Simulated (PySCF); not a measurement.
Highest orbital energy against ionisation energy along the second row

Calculated with PySCF 2.14, no spin-orbit coupling. Each cell gives −ε(HOMO) / ΔSCF in eV; NIST values include spin-orbit coupling, (s) semi-empirical, (t) theoretical.

| species | UHF | LDA | PBE | PBE0 | r2SCAN | NIST (lowest levels) |
| --- | --- | --- | --- | --- | --- | --- |
| Li (aug-cc-pCVQZ, non-relativistic) | 5.343 / 5.343 | 3.165 / 5.473 | 3.227 / 5.589 | 3.831 / 5.571 | 3.264 / 5.393 | 5.392 |
| Be (aug-cc-pCVQZ, non-relativistic) | 8.416 / 8.043 | 5.599 / 9.026 | 5.609 / 8.997 | 6.493 / 8.971 | 5.742 / 8.792 | 9.323 |
| B (aug-cc-pwCVQZ, non-relativistic) | 8.675 / 8.042 | 4.112 / 8.646 | 4.171 / 8.673 | 5.374 / 8.647 | 4.587 / 8.771 | 8.298 |
| C (aug-cc-pwCVQZ, non-relativistic) | 11.947 / 10.799 | 6.128 / 11.692 | 6.099 / 11.541 | 7.652 / 11.514 | 6.576 / 11.668 | 11.260 |
| N (aug-cc-pwCVQZ, non-relativistic) | 15.535 / 13.893 | 8.405 / 15.008 | 8.304 / 14.731 | 10.216 / 14.702 | 8.897 / 14.807 | 14.534 |
| O (aug-cc-pwCVQZ, non-relativistic) | 14.198 / 12.024 | 7.451 / 14.005 | 7.602 / 14.064 | 9.487 / 13.850 | 7.926 / 13.719 | 13.618 |
| F (aug-cc-pwCVQZ, non-relativistic) | 18.504 / 15.653 | 10.370 / 17.960 | 10.310 / 17.658 | 12.571 / 17.447 | 10.794 / 17.540 | 17.423 |
| Ne (aug-cc-pwCVQZ, non-relativistic) | 23.148 / 19.661 | 13.560 / 22.191 | 13.353 / 21.662 | 16.003 / 21.452 | 13.990 / 21.486 | 21.565 |

Task: How far is −ε(HOMO) from ΔSCF on average for each method, and why?

Result: UHF 1.54 eV; LDA -5.65 eV; PBE -5.53 eV; PBE0 -3.82 eV; r2SCAN -5.05 eV. Hartree-Fock orbital energies lack relaxation and so exceed the ΔSCF value; semilocal functionals have convex E(N) from self-interaction, so their HOMO lies far too high; exact exchange moves hybrids part of the way back.
